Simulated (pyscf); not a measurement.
9 organic steps of one kind (addition across a multiple bond or ene-type step, closed-shell): reaction energy in kcal/mol, from the separated reactants or the lowest minimum found. Single points on ωB97X-D3(BJ)/def2-SVP structures (PySCF, gas phase). Functionals in def2-TZVP; the last column is ωB97M-D3(BJ)/def2-TZVP. Rows were drawn at random from the steps of this kind and element class whose saddle was verified and whose references are stable.

```
step                                        PBE  B3LYP-D3(BJ)  r²SCAN  ωB97M-D3(BJ)
----------------------------------------  -----  ------------  ------  ------------
H₂C=CH–C≡N + H₂ -> H₃C–CH=C=NH            -18.0         -14.0   -17.5         -14.3
H₂Se + HC≡CH -> H₂C=CH–SeH                -39.9         -37.7   -40.2         -36.1
H₂C=C=CH₂ + H₃C–OH → H₂C=C(CH₃)–CH₂–OH    -35.9         -36.3   -38.6         -39.0
H₂C=CH–CH₃ + NH₃ → H₃C–CH(CH₃)–NH₂        -16.7         -15.9   -18.5         -18.1
H₂C=C=CH₂ + HCl → H₂C=C(CH₃)–Cl           -31.1         -30.6   -32.8         -31.8
H₂C=CH–CH=CH₂ + HBr -> H₂C=CH–CH(CH₃)–Br  -18.0         -17.8   -19.5         -19.3
H₂C=C=CH₂ + HBr → H₂C=C(CH₃)–Br           -31.2         -31.0   -32.9         -31.8
H₂C=CH–C≡N + H₂ -> H₂C=CH–CH=NH           -20.0         -18.2   -20.2         -18.6
HI + H₂C=CH₂ → H₃C–CH₂–I                  -26.2         -25.0   -27.4         -24.9
```

Differences from the last column (kcal/mol): PBE: mean -0.3, median +0.6, mean size 1.9, lower in 4 of 9; B3LYP-D3(BJ): mean +0.8, median +0.8, mean size 1.2, lower in 2 of 9; r²SCAN: mean -1.5, median -1.1, mean size 1.6, lower in 8 of 9. PBE is closest for row 5 (0.6 kcal/mol apart) and farthest for row 2 (3.9 kcal/mol). PBE, r²SCAN and M06-2X carry no added dispersion term. The last column is a level with limits of its own. Elements up to Kr have no core potential and no relativistic terms here. Elements past Kr carry the def2 core potentials, without spin-orbit coupling.
